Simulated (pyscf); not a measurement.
Single points on ωB97X-D3(BJ)/def2-SVP structures (PySCF, gas phase). MP2 and CC: frozen core, UHF for open shells. ΔMP2 is the change of the MP2 total energy from the triple- to the quadruple-zeta basis.

For the elementary gas-phase step `[GeH4]` + `[O]` [triplet] -> `[GeH3]` [doublet] + `[OH]` [doublet] (triplet surface; Ge–H broken, H–O formed), what barrier and reaction energy does CCSD(T)/def2-TZVPP + ΔMP2(QZVPP) give, measured from the separated reactants?

ΔE‡ = 5.1 kcal/mol, ΔE = -15.2 kcal/mol. Zero-point energy shifts the barrier by -1.2 kcal/mol. It is a hydrogen abstraction, with an imaginary mode of 749i cm⁻¹. GeH₃• + OH• also meet on a surface of lower spin, which isn't treated here. This is the saddle that the search found; another between the same sides may lie lower. The angle at the transferred H is 133°. The CCSD(T) − MP2 part came from Ansatz, without density fitting, on the same reference. The frozen core leaves the outer d or s,p core shells of the metals and heavy elements correlated in the MP2 and CC values, and def2-TZVPP describes them poorly, which can shift differences by a few kcal/mol. Left out: the spin-orbit lowering of OH, O. Elements up to Kr have no core potential and no relativistic terms here.
